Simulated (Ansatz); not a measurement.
We consider 1T (CdI2-type) CdI2, described by PBE (PAW; Ansatz, a quantum-chemistry and plane-wave program).

Settings: plane-wave cutoff 520 eV, 12×12×6 k mesh (along the axes of the cell as run), perturbation theory, scalar-relativistic PAW data made under PBE.

Cell (relaxed at this level):

Space group P-3m1 (No. 164); a = 4.330 Å, b = 4.330 Å, c = 7.792 Å, α = 90.00°, β = 90.00°, γ = 120.00°

| atom | site | symmetry | x | y | z |
|---|---|---|---|---|---|
| Cd | 1a | -3m. | 0.0000 | 0.0000 | 0.0000 |
| I | 2d | 3m. | 0.3333 | 0.6667 | 0.2206 |

Q: Estimate the high-frequency dielectric constant (mean over three axes) and dielectric constant ε0 (ions relaxed) (mean over three axes) that the calculation returns.

A: 
* **high-frequency dielectric constant (mean over three axes)**: 4.38
* **dielectric constant ε0 (ions relaxed) (mean over three axes)**: 9.97

Note: the cell comes from a level without a dispersion term, which matters for the spacing of layers, chains or molecules; the cell has widely spaced layers and the level no dispersion term, so their spacing and the moduli can rest on weak binding.

Spin–orbit coupling is not included.

Cost on a shared machine: about 50 core-minutes (a rough figure).
